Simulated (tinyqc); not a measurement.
Geometry optimisation on the RHF/sto-3g surface (energies and gradients from PySCF), for BH3, spin multiplicity 1, step by step. One step of it, computed by the program tinyqc.

Question. Step 1: move. Quasi-Newton step p = -H^(-1) g (first H = 0.6 times the unit matrix); steps longer than 0.5 bohr are cut back.

positions at the start (bohr):
```
,x,y,z
1B,-0.017008,0.024566,0.088817
2H,2.243105,-0.085038,0.062361
3H,-1.079034,1.778232,-0.062361
4H,-1.033680,-1.778232,0.052912
```

gradient (hartree/bohr):
```
,x,y,z
1B,-0.07797867,0.01601427,0.00734813
2H,0.02489609,-0.00791956,-0.00396389
3H,0.02563757,-0.05341661,0.00003428
4H,0.02744501,0.04532190,-0.00341852
```

Give: positions after step 1.

Answer.

positions after step 1 (bohr):
```
,x,y,z
1B,0.1130,-0.0021,0.0766
2H,2.2016,-0.0718,0.0690
3H,-1.1218,1.8673,-0.0624
4H,-1.0794,-1.8538,0.0586
```
